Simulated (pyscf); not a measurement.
Structures and frequencies: ωB97X-D3(BJ)/def2-SVP in PySCF.

Question: For the elementary gas-phase step HO–Ga(Cl)–Cl + HF → HO–Ga(F)–Cl + HCl (singlet surface; Cl–Ga, F–H broken, F–Ga, Cl–H formed), what barrier and reaction energy does M06-2X/def2-TZVP give, measured from the separated reactants?

Answer: ΔE‡ = 0.06 eV, ΔE = +0.34 eV. ωB97M-D3(BJ)/def2-TZVP gives 0.13 eV and +0.31 eV. Zero-point energy shifts the barrier by -0.04 eV. It is a four-centre exchange, with an imaginary mode of 443i cm⁻¹. On the reactant side the descent ends in an adduct with a F–Ga contact, 0.44 eV under the separated species and 0.54 eV under the saddle at ωB97X-D3(BJ)/def2-TZVP. On the product side the descent ends in an adduct with a Cl–Ga contact, 0.44 eV under the separated species and 0.15 eV under the saddle at ωB97X-D3(BJ)/def2-TZVP. At M06-2X the saddle lies under the separated products, which points to a path from their complex (located at ωB97X-D3(BJ) alone), and parting the products costs more than the saddle. What is counted as formed (F–Ga) is already present as a longer contact in the reactant adduct; forming that adduct is a step of its own. What is counted as broken (Cl–Ga) persists as a longer contact in the product adduct; parting that adduct is a step of its own. This is the saddle that the search found; another between the same sides may lie lower. Elements up to Kr have no core potential and no relativistic terms here.
